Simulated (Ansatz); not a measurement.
Cartesian coordinates in Å:
```
C -1.468 0.164 2.404
C -1.077 -0.466 1.460
C -0.605 -1.225 0.304
O 0.759 -1.046 0.021
C 1.139 0.285 -0.272
C 0.588 0.803 -1.584
H -1.813 0.717 3.246
H -1.234 -0.978 -0.561
H -0.732 -2.293 0.498
H 2.230 0.258 -0.307
H 0.848 0.946 0.554
H -0.497 0.922 -1.558
H 0.845 0.129 -2.405
H 1.016 1.785 -1.801
```

Charge 0, multiplicity 1.

(1) List the r2SCAN/def2-TZVPP orbital energies in eV (the Gaussian-basis code of Ansatz). (Best estimate.)

Results:

(1) The calculation gave: Occupied: -516.00, -275.03, -274.25, -273.24, -273.04, -272.84, -27.48, -20.46, -19.58, -18.14, -15.86, -13.73, -12.82, -12.65, -12.21, -10.78, -10.37, -9.65, -9.11, -7.99, -7.18, -6.87, -6.43. Lowest empty: -0.15, 0.38, 1.33, 2.30, 2.53, 2.71, 2.82, 3.18.
